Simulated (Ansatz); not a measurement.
Kohn–Sham single points on CHN (`[C-]#[NH+]`).

```yaml
crystal:
  periodic: [false, false, false]
  atoms:
    - {symbol: C, position_ang: [-0.623432, 0.883513, -0.241526]}
    - {symbol: N, position_ang: [0.031369, -0.044103, 0.012183]}
    - {symbol: H, position_ang: [0.592063, -0.839410, 0.229343]}
basis:
  gaussian: {orbitals: def2-TZVPP}
hamiltonian: {xc: {name: r2SCAN0}, dispersion: d4}
output: {orbitals: {seedname: orbitals}}
```

```sh
$ ansatz run in.yaml --threads 2 --pin off --events-out ev --progress --plain --max-ram 22528MiB --backend cpu
```

It prints (some lines left out):

```
Functional definition: r2SCAN0
394 factors; their error is unknown
mean field evaluation 1: about -2537.9269 eV, gradient 3.9e1 eV
mean field evaluation 2: about -2536.9567 eV, gradient 4.4e1 eV
mean field evaluation 4: about -2540.6335 eV, gradient 9.0e-1 eV
mean field evaluation 8: about -2540.6487 eV, gradient 2.0e-1 eV
mean field -2540.64873354 eV, -93.3671188440 hartree, gradient 3.3e-5 eV, S^2 0.000000; 0 other end points of the search recorded, 0 dependent functions left out
reference -2540.64873899 eV, -93.3671190445 hartree; 7, 7 occupied and 69, 69 virtual orbitals, 394 factors
Total energy: -2540.65376831 eV, -93.3673038683 hartree
```

Hardware: 2 threads of an AMD EPYC 7R13 on a shared host. Wall time 0.5 s, peak host memory 0.18 GiB.

Changing it to `hamiltonian: {xc: {name: wB97X-V}}` (abridged; 0.6 s):

```
Functional definition: wB97X-V
mean field -2541.79238566 eV, -93.4091472841 hartree, gradient 6.7e-5 eV, S^2 0.000000
Total energy: -2541.79238448 eV, -93.4091472409 hartree
```

The same input with `hamiltonian: {xc: {name: r2SCANh}, dispersion: d4}` (abridged; 0.5 s):

```
Functional definition: r2SCANh
mean field -2540.88143516 eV, -93.3756704707 hartree, gradient 3.9e-5 eV, S^2 0.000000
Total energy: -2540.88599800 eV, -93.3758381523 hartree
```

The same input with `hamiltonian: {xc: pbe0, dispersion: d4}` (abridged; 0.3 s):

```
Functional definition: PBE0
mean field -2539.47337570 eV, -93.3239252399 hartree, gradient 1.5e-5 eV, S^2 0.000000
Total energy: -2539.48923303 eV, -93.3245079861 hartree
```

Changing it to `hamiltonian: {xc: {name: B3LYP}, dispersion: d4}` and forces (abridged; 0.4 s):

```
Functional definition: B3LYP
mean field -2542.69922651 eV, -93.4424730708 hartree, gradient 1.8e-5 eV, S^2 0.000000
Total energy: -2542.73113183 eV, -93.4436455695 hartree
Atom 0 force    -0.043670     0.062407    -0.016874 eV/Å
Atom 1 force     0.047571    -0.068573     0.018330 eV/Å
Atom 2 force    -0.003901     0.006166    -0.001457 eV/Å
Dipole moment:     0.361017    -0.511853     0.139843 e Å
```

With the line `hamiltonian: {xc: {name: wB97M-V}}` and forces (abridged; 0.81 s):

```
Functional definition: wB97M-V
mean field -2541.90482246 eV, -93.4132792604 hartree, gradient 1.3e-5 eV, S^2 0.000000
Total energy: -2541.90485099 eV, -93.4132803090 hartree
Atom 0 force     0.029046    -0.040589     0.011302 eV/Å
Atom 1 force    -0.000352    -0.000762    -0.000245 eV/Å
Atom 2 force    -0.028693     0.041351    -0.011057 eV/Å
Dipole moment:     0.359452    -0.509637     0.139237 e Å
```

B3LYP takes the VWN-RPA correlation (the form of Gaussian; ORCA's B3LYP/G).
